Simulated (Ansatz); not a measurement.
Consider the isomerisation: `CC(=O)OC(C)C` → `CCC(C)C(=O)O`.

Program: Ansatz. Geometries: PBE0-D4/def2-TZVP. ΔE: electronic, gas phase. CCSD(T)/CBS adds triple-zeta CCSD(T) − MP2 to the extrapolated MP2 energy (def2 sets, frozen cores). DFT in def2-TZVPP. Each species was taken in one conformer, which may not be the lowest.

CCSD(T)/CBS gives -4.9 kcal/mol.

(1) Another level gave -3.6 kcal/mol. Which?
A. MP2/def2-TZVPP
B. HF/def2-TZVPP
C. PBE-QIDH/def2-TZVPP
D. LDA (SPW92)/def2-TZVPP

Largest T1 diagnostic among the species: 0.013.

## Answers

(1) D. LDA (SPW92) -3.6, HF/def2-TZVPP -2.1, PBE-QIDH -5.0, MP2/def2-TZVPP -6.1 kcal/mol.

The D4 term adds −1.0 kcal/mol with B3LYP and −0.5 kcal/mol with PBE0; it sums over pairs of atoms, weighted by their polarisabilities, and B3LYP, whose exchange is more repulsive, gets the larger term. From r2SCAN to r2SCAN0 (25 % exact exchange), in def2-TZVPP and without D4, ΔE moves by −0.7 kcal/mol.

B3LYP here is the variant with VWN-RPA as its local correlation; programs differ in this.
